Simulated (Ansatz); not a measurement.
The cluster Mg₃H₆, relaxed as a singlet with RKS r2SCAN-D4/def2-TZVP in Ansatz, starting from the GFN1-xTB geometry. Force threshold 0.02 eV/Å.

The structure comes from a short search, and lower isomers may exist.

Start:

```xyz
9

Mg   -0.122    1.533    0.997
Mg    1.254   -0.020   -1.043
Mg   -1.035   -1.513   -0.029
H     1.276   -1.630   -1.131
H    -0.824    2.924    0.897
H    -1.398   -0.071   -0.801
H     1.393    1.582   -1.091
H     0.562    0.093    1.508
H    -1.105   -2.896    0.693
```

**Question.** Estimate the energy that the relaxation releases and the steps that it takes.

**Answer.** 44.5 kcal/mol, in 7 steps; 8.5 s on 4 threads of Arm Neoverse V2 on a shared host. No frequencies were taken in this run, so the end may be a saddle point.

**Question.** Does the start keep its bonding and symmetry?

**Answer.** Bonds formed: Mg1–H6, Mg1–H7, Mg2–H6, Mg2–H8, Mg3–H4, Mg3–H8 (atoms count from 1). The end is the same structure that another start reached, the lowest one found. Point group C2 at the start, C2v at the end, both within 0.05 Å.

**Question.** Predict the relaxed structure.

**Answer.** 
```
atom   x (Å)   y (Å)   z (Å)
 Mg1  -0.257   1.577   0.424
 Mg2   1.225  -0.023  -1.019
 Mg3  -0.500  -1.562   0.205
  H4   1.007  -1.779  -1.075
  H5  -1.130   2.742   1.307
  H6  -0.773   0.120  -0.856
  H7   1.278   1.735  -0.830
  H8   0.700  -0.118   0.917
  H9  -1.550  -2.691   0.927
```
Bond lengths (bridged metal pairs left out): 12 × H–Mg 1.70 to 2.01 Å.
